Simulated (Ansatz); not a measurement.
System: A-type hexagonal La2O3. Method: PBE0 (PAW; Ansatz, a program for electronic structure).

Settings: plane-wave cutoff 460 eV, 9×9×4 k mesh (along the axes of the cell as run), Fermi–Dirac smearing 0.01 eV, scalar-relativistic PAW data made under PBE.

Computed at the level's own relaxed cell.

Task: Predict the Γ–Γ gap, lattice constant a, c axis length, smallest direct gap on the k points sampled and band gap.

Result: 
- Γ–Γ gap: 6.88 eV
- lattice constant a: 3.920 Å
- c axis length: 6.137 Å
- smallest direct gap on the k points sampled: 6.15 eV
- band gap: 6.02 eV

Measured, for comparison: lattice constant a 3.934 Å (300 K, no zero-point or thermal correction, our sources range from 3.934 to 3.940; as tabulated in Santana et al. (2016), arXiv:1608.06321); lattice parameter c 6.13 Å (temperature not stated, no zero-point or thermal correction; as tabulated in Rustad et al. (2011), arXiv:1107.4261). Computed (rounded) less measured: lattice constant a -0.4 % (-0.4 % to -0.5 % over the range), lattice parameter c +0.1 %. A static lattice is as a rule a little smaller and stiffer than an uncorrected measurement, which narrows the difference in the lattice constant a and would widen misses of the other sign.

Spin–orbit coupling is not included.
